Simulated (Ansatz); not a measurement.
We consider hcp Hf, described by LDA+SOC in Ansatz (plane waves, PAW).

Input:

Ansatz 0.2 input:
```yaml
crystal:
  lattice:
    - [1.5971, -2.766258, 0.0]
    - [1.5971, 2.766258, 0.0]
    - [0.0, 0.0, 5.0512]
  atoms:
    - { symbol: Hf, position: [0.33333333, 0.66666667, 0.25] }
    - { symbol: Hf, position: [0.66666667, 0.33333333, 0.75] }
basis:
  ecutwfc: 520
  ecutrho_ratio: 4
  xc_grid: 2
kpoints:
  mp_grid: { grid: [18, 18, 12] }
hamiltonian:
  xc: lda
  dispersion: none
  pseudopotentials: { kind: paw }
scf:
  occupations: { method: fermi_dirac, width: 0.05 }
  convergence: { dr2_threshold: 0.0000000002 }
output:
  forces: true
  stress: true
  eigenvalues: true
magnetization:
  noncollinear: true
  spin_orbit: true
```

Problem. How many irreducible k-points, plane waves at Γ does the program set up, and what pressure does the run end with?

Solution. 259 irreducible k-points, 1177 plane waves at Γ; P = -7.68 GPa, so the cell is stretched on average and its volume would shrink at this level.

The run printed, among other lines:

```
Crystal: 2 atoms, lattice volume = 44.632 Å³
Basis set: ecut = 520 eV, 1177 PW (Γ), exchange–correlation on 48×48×80 points (8 copies of the dense FFT grid, shifted against one another)
Bands: 64, of which v1, the nominal top of the filled ones, is band 52 counted from 1 (51 counted from 0)
Symmetry: 24 space group operations + 24 with time reversal
k-points: 259 of 3888
Initial density: superposition of atomic densities (chi_scale 0.1, normalization cell)
Functional: x = slater, c = lda
spin=Noncollinear: Kerker preconditioning applied to the charge; magnetization (m_x, m_y, m_z) channels mix plain (no charge-response kernel on spin).
SCF 1 converged in 10 iterations: F = -30989.266789 eV  dr2 = 3.26e-11
SCF converged after 10 iterations
Free energy (F): -30989.266789 eV
Internal energy: -30989.253661 eV  (E = F + TS)
E sigma→0 (E₀):  -30989.260225 eV
Fermi energy:    19.596952 eV
--- Forces (eV/Å), atoms counted from 1 ---
  atom   1  Hf     0.00000000     0.00000000     0.00000000
  atom   2  Hf     0.00000000    -0.00000000     0.00000000
--- Stress (GPa, compression-positive) ---
       -7.661876       0.000000       0.000000
       -0.000000      -7.661876       0.000000
        0.000000       0.000000      -7.713278
  P = ⅓ Tr σ = -7.6790 GPa (-76.790 kbar)
```

The PAW data were made under PBE.

Note: cell and atoms aren't relaxed at this level (pressure -7.7 GPa).

Computing time: around 2.7 core-minutes (rough).

Ansatz is a quantum-chemistry and plane-wave program.
